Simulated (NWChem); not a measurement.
**Atomisation of isobutene (C4H8)**

```
C
C 1 1.3382
H 2 1.0938 1 121.44
H 2 1.0938 3 117.13 1 180.00
C 1 1.5004 2 122.12 3 180.00
H 5 1.0990 1 112.02 2 0.00
H 5 1.1035 6 108.20 1 122.57
H 5 1.1035 6 108.20 7 114.86
C 1 1.5004 2 122.12 3 0.00
H 9 1.0990 1 112.02 2 0.00
H 9 1.1035 10 108.20 1 -122.57
H 9 1.1035 10 108.20 11 -114.86
```
Charge 0, spin multiplicity 1.

Program: NWChem. Structure: optimised with PBE0/def2-SVP, a minimum by its harmonic frequencies.

Basis set: def2-TZVP. The atomisation energy is electronic alone: no zero-point, thermal, spin-orbit or counterpoise terms. No value is extrapolated to the basis-set limit. Free atoms are single determinants with multiplicities C 3, H 2. Correlated methods freeze the same cores in atoms and molecule, 4 orbitals in all.

Costs are rough ratios of processor time within this set of runs, SCF included, with HF as 1. Costs are the molecule's.

B3LYP has NWChem's definition, with VWN1-RPA local correlation. The stability of the SCF solutions was not checked. Open-shell Hartree-Fock references start from PBE0 orbitals; any time given for them includes that run.

```
method       atomisation energy (kcal/mol)  relative cost
-----------  -----------------------------  -------------
HF                                     [?]              1
BHandHLYP                           1127.4        under 3
PBE0                                1160.9        under 3
LDA (SVWN5)                            [?]        under 3
B3LYP                                  [?]        under 3
BP86                                1186.0        under 3
PBE                                 1174.6        under 3
TPSS                                1162.7        under 3
MP2                                    [?]              3
```

Task: Some entries are withheld; supply them.

Result: 
- HF, atomisation energy (kcal/mol): 878.7
- LDA (SVWN5), atomisation energy (kcal/mol): 1307.6
- B3LYP, atomisation energy (kcal/mol): 1151.8
- MP2, atomisation energy (kcal/mol): 1128.8
